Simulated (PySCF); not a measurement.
Bond stretch in CS, singlet.

Computed with CCSD(T) on UHF/6-31G, 6 core orbitals frozen run with PySCF.

Task: Relative to R = 1.63 Å, what are the energies at R = 1.53, 1.57, 1.70, 2.06 Å?

Result: 18.3 kJ/mol at 1.53 Å, 5.2 kJ/mol at 1.57 Å, 12.1 kJ/mol at 1.70 Å, 176.9 kJ/mol at 2.06 Å.

The unrestricted solution behind UCCSD(T) changes between 2.06 and 2.31 Å, which can leave a kink. The unrestricted determinant behind UCCSD(T) is spin-contaminated at 1.70 to 6.12 Å (<S²> up to 2.0, against 0.00 for a pure singlet).
